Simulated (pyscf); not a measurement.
Optimised with ωB97X-D3(BJ)/def2-SVP in PySCF.

Problem. Estimate the classical barrier height and the reaction energy of H₂Si=PH (SMILES [SiH2]=P) + H₂ (SMILES [H][H]) -> H₃Si–PH₂ (SMILES [SiH3]P) at PBE/def2-TZVP. The step runs on the singlet surface, breaks H–H and forms H–P, H–Si; take the separated reactants as zero.

Solution. ΔE‡ = 23.5 kcal/mol, ΔE = -36.0 kcal/mol. ωB97M-D3(BJ)/def2-TZVP gives 28.1 kcal/mol and -40.0 kcal/mol. Zero-point energy shifts the barrier by +2.5 kcal/mol. It is an addition across a multiple bond or ene-type step, with an imaginary mode of 1410i cm⁻¹. At the saddle there is also a short H–Si contact that neither side keeps. One saddle was located; it need not be the lowest between these sides.
